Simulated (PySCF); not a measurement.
## Working out the ionisation energy of Ar

Ar [Ar] (1S) → Ar⁺ [Ne] 3s2 3p5 (2P). Calculation: PySCF 2.14, in dyall-av3z (19s12p3d2f, 84 functions); scalar relativity by spin-free X2C-1e. Frozen: [Ne]; the 26 highest virtual orbitals dropped. Energies in hartree (1 hartree = 27.21139 eV):

```csv
part,Ar (lower),Ar⁺ (upper)
UHF,-528.631798,-528.097575
MP2 opposite-spin,-0.161472,-0.132487
MP2 same-spin,-0.053393,-0.039058
```

What does Hartree-Fock give?

(-528.097575) − (-528.631798) = 0.534223 hartree = 14.537 eV.

What do MP2 and SCS-MP2 (6/5 opposite-spin, 1/3 same-spin) give?

The opposite-spin parts differ by 0.789 eV and the same-spin parts by 0.390 eV. MP2: 14.537 + (0.789) + (0.390) = 15.716 eV. SCS-MP2: 14.537 + 1.2 × (0.789) + (0.390)/3 = 15.614 eV.

Measured between the centres of the two terms (NIST): 15.819 eV, so MP2 (valence) is off by -0.103 eV.

What remains against the reference includes basis incompleteness, the frozen core and correlation beyond second order.
